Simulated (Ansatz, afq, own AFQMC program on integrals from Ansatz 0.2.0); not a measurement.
## Where AFQMC and coupled cluster stand for SiNH, quintet

```xyz
3

Si    0.0000    0.0330    0.6059
N     0.0000   -0.1138   -1.0890
H     0.0000    0.6631   -1.7496
```

Connectivity, by distances: Si–NH.

Basis cc-pVDZ. Noble-gas cores (and the filled d shells of Ga–Kr and In–Xe) are frozen. AFQMC by an in-house program on the Cholesky factors that Ansatz 0.2.0 writes for its CCSD(T) run. ph-AFQMC/CISD is guided by a CISD state made of CCSD amplitudes; releasing the constraint for a short imaginary time cuts its bias at the price of noise, slowly where states lie close. Uncertainties: one standard error, sampling alone.

Determinant: UHF, the one that the program's search chose, which needn't be the lowest solution. The geometry is a PBE0/def2-TZVP stationary point of this or a neighbouring charge and spin state.

No full CI on the walks' own integrals is used here; CCSDT(Q) serves as the reference and is uncertain by about the last step of the cluster series.

Cautions: another spin lies lower (by 5.93 eV); the released energies are still falling, so no released level is given (meV from the phaseless value at times in 1/Eh: -6 ± 3 at 0.24, -5.5 ± 2.2 at 0.51, -11 ± 3 at 0.99, -13.3 ± 2.1 at 1.62, -279 ± 267 at 2.40), though the last usable value meets CCSDT(Q) within the noise.

The T1 diagnostic is 0.0348 and the weight of the determinant in the CISD state is 0.895. The ⟨S²⟩ of the determinant is 6.014. The size of the correlated space is 10 electrons in 31 orbitals.

Reference: CCSDT(Q), correlation energy -5.442 eV.

| level | E − E(reference) (meV) | share of correlation (%) |
| --- | --- | --- |
| HF | 5442.2 | 0.00 |
| MP2 | 881.1 | 83.81 |
| CCSD | 176.8 | 96.75 |
| CCSD(T) | 37.1 | 99.32 |
| CCSDT | 11.9 | 99.78 |
| ph-AFQMC/HF | 40.0 ± 20.7 | 99.27 |
| ph-AFQMC/CISD | 13.0 ± 3.9 | 99.76 |

A walk keeps the symmetry of its determinant, which the program's search chose and which needn't be the lowest solution, so a lower state of the same spin and another symmetry isn't excluded.
